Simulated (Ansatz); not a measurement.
Input file:

```yaml
crystal:
  periodic: [false, false, false]
  atoms:
    - {symbol: Cl, position_ang: [-0.525778, -0.940044, 0.000000]}
    - {symbol: N, position_ang: [0.011946, 1.018284, 0.000000]}
    - {symbol: O, position_ang: [1.154610, 1.191582, 0.000000]}
basis:
  gaussian: {orbitals: "cc-pV(T+d)Z.json"}
magnetization: {spin_polarized: true, initial_magnetization: 0}
hamiltonian: {xc: {name: PBE}}
correlation: {method: rpa, electrons: outside_noble_gas}
```

```sh
$ ansatz run in.yaml --threads 1 --pin off --events-out ev --progress --plain --max-ram 4096MiB --backend cpu
```

The program prints:

```
607 factors; integrals over basis functions are off by at most 8.7e-4 eV
mean field evaluation 1: about -16049.9644 eV, gradient 1.7e1 eV
mean field evaluation 2: about -16049.9621 eV, gradient 1.7e1 eV
mean field evaluation 4: about -16050.2943 eV, gradient 1.3e1 eV
mean field evaluation 8: about -16050.8701 eV, gradient 2.6e-1 eV
mean field evaluation 16: about -16050.8699 eV, gradient 1.4e-4 eV
mean field -16050.86991293 eV, -589.8585896297 hartree, gradient 1.8e-6 eV, S^2 0.000000; 0 other end points of the search recorded, 0 dependent functions left out
7 core orbitals not correlated: weight in the atoms' cores, before any rotation towards them, 1.000 or more for the frozen orbitals, at most 0.000 for the correlated occupied ones
reference -16019.66921854 eV, -588.7119852595 hartree; 9, 9 occupied and 83, 83 virtual orbitals, 607 factors
Total energy: -16046.70709098 eV, -589.7056087450 hartree
```

Ran on 1 thread of AMD EPYC 7R13, shared host: 2.5 s wall, 0.21 GiB peak host memory.
